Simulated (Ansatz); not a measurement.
Bulk modulus of some bcc solids

Method: HSE06 (PAW; Ansatz, a quantum-chemistry and plane-wave program). References are measured values corrected to a static lattice.

Values in GPa.

```json
[
 {"solid": "bcc W", "reference": "312 (300–328)", "HSE06": "335", "error (%)": "+7.4"},
 {"solid": "bcc Ta", "reference": "198", "HSE06": "198", "error (%)": "0.0"},
 {"solid": "bcc K", "reference": "3.75", "HSE06": "3.47", "error (%)": "-7.5"},
 {"solid": "bcc Mo", "reference": "265 (265–278)", "HSE06": "293", "error (%)": "+10.6"},
 {"solid": "bcc Na", "reference": "7.9", "HSE06": "7.53", "error (%)": "-4.7"},
 {"solid": "bcc Nb", "reference": "173", "HSE06": "180", "error (%)": "+4.0"},
 {"solid": "bcc Fe", "reference": "174", "HSE06": "166", "error (%)": "-4.6"},
 {"solid": "bcc Li", "reference": "13.8 (13.1–13.9)", "HSE06": "13.4", "error (%)": "-2.9"},
 {"solid": "bcc Cs", "reference": "2.11 (2.11–2.35)", "HSE06": "1.92", "error (%)": "-9.0"},
 {"solid": "bcc V", "reference": "161", "HSE06": "207", "error (%)": "+29"},
 {"solid": "bcc Ba", "reference": "9.34 (9.34–10.6)", "HSE06": "7.98", "error (%)": "-14.6"}
]
```

Over these 11 solids the mean error is +0.7 %, the mean absolute error 8.5 % (median 7.4 %), and the worst case bcc V at +29 %; the value is too low in 6 of 11 cases.

All these references are brought to a static lattice.

Spin–orbit coupling is left out, also for the solids with elements from indium on (bcc W, bcc Ta, bcc Cs, bcc Ba); its size isn't shown.

Exact exchange on metals is sensitive to the k mesh.

Brackets give the range of the sources taken for a reference, where it is wide; it can hold other temperatures.

Differences are worked out from the printed values.

Each level is taken at its own relaxed cell. Ansatz's density-functional and Hartree–Fock values are scalar-relativistic unless marked +SOC, with PAW data made under PBE.

Ansatz's runs of these crystals have no spin polarisation, but for bcc Fe. Meta-GGAs and exact exchange favour moments, which can bear on bcc Fe, bcc V.

Density-functional runs with spin start from parallel moments for bcc Fe.

Not in this set, of the bcc solids with a reference value in our tables and a result at some level: 2 for sources at odds. These can be a level's best or worst cases. Solids without a released value at any level aren't counted. Layered and molecular crystals are counted apart. The metals Ce to Yb are counted apart.

References as tabulated in Levämäki et al. (2014), arXiv:1402.3671; doi:10.1021/acs.jctc.3c00612; Mejia-Rodriguez and Trickey (2018), arXiv:1807.09216.
